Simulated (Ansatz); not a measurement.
Results of the Gaussian-basis code of Ansatz.

A structure relaxed at PBE0-D4/def2-TZVP, charge 0, multiplicity 1:

Cartesian coordinates in Å:
```
N 0.092 1.287 -1.610
C 0.050 0.760 -0.473
C 0.666 0.468 0.829
C -0.633 -0.214 0.373
N -0.635 -1.625 0.102
H 0.921 1.879 -1.702
H 1.578 -0.124 0.840
H 0.592 1.187 1.639
H -1.522 0.120 0.903
H 0.246 -1.898 -0.319
H -1.354 -1.841 -0.581
```

(1) Give its formula and SMILES.

(2) Summarise the bond lengths by kind.

## Answers

(1) C3H6N2, `N=C1CC1N`.

(2) 2 × C–N 1.254 to 1.437 Å; 3 × H–N 1.014 to 1.023 Å; 3 × C–C 1.460 to 1.537 Å; 3 × C–H 1.085 to 1.087 Å.
